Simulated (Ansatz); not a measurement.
A calculation with Ansatz (development build ahead of 0.2.0).

```yaml
crystal:
  periodic: [false, false, false]
  atoms:
    - { symbol: Li, position_ang: [0.0, 0.0, -1.14896] }
    - { symbol: F, position_ang: [0.0, 0.0, 0.38299] }
basis:
  gaussian: { orbitals: cc-pVTZ }
hamiltonian:
  xc: hf
correlation:
  method: mp2
  frozen_orbitals: { F: 1, Li: 0 }
```

The input is written out in the form of the current development build from the run's settings.

Results

```
Converged                       : yes
Reference energy                : -106.97972 hartree
Correlation energy              : -0.29087 hartree
Total energy                    : -107.27058 hartree
Spin squared of the determinant : 0.000
```
